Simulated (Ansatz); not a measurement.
A ladder of methods for C2H2 (SMILES C#C)

The species is C2H2 (4 atoms), meant as a singlet with charge 0. SMILES: `C#C`. The shape was relaxed beforehand at r2SCAN/def2-SVP.

```xyz
4

C     0.1574   -0.5487    0.2029
C    -0.1574    0.5487   -0.2029
H     0.4367   -1.5223    0.5627
H    -0.4367    1.5223   -0.5627
```

Each level gives the dissociation energy of the H3–C1 bond into doublet H and doublet C2H (shapes relaxed at r2SCAN/def2-SVP, no zero-point term) (eV). The values are calculated.

```tsv
level	kind	program	value (eV)	CPU time (all runs)
HF/def2-TZVPP	Hartree–Fock	Ansatz	4.65	4.4 s
SVWN5/def2-TZVPP	LDA	Ansatz	6.53	1.8 s
PBE/def2-TZVPP	GGA	Ansatz	5.98	3.6 s
r2SCAN/def2-TZVPP	meta-GGA	Ansatz	5.90	4.2 s
B3LYP/def2-TZVPP	global hybrid	Ansatz	6.09	3 s
PBE0-D4/def2-TZVPP	global hybrid	Ansatz	5.98	1.9 s
CAM-B3LYP/def2-TZVPP	range-separated hybrid	Ansatz	6.12	3.6 s
B2PLYP/def2-TZVPP	double hybrid	Ansatz	6.09	3 s
RPA@PBE/def2-TZVPP	RPA	Ansatz	5.87	5.7 s
```

The values span 4.65 to 6.53 eV. Spin contamination of the reference (⟨S²⟩ at least 0.1 too high) touches HF/def2-TZVPP. Hartree–Fock misses the correlation of the electron pair that is broken and comes out low. Measured bond enthalpies also hold zero-point and thermal terms, a few tenths of an eV less. Times are those of the runs behind each value, whatever else they computed, on shared processors of several kinds: orders of magnitude only.
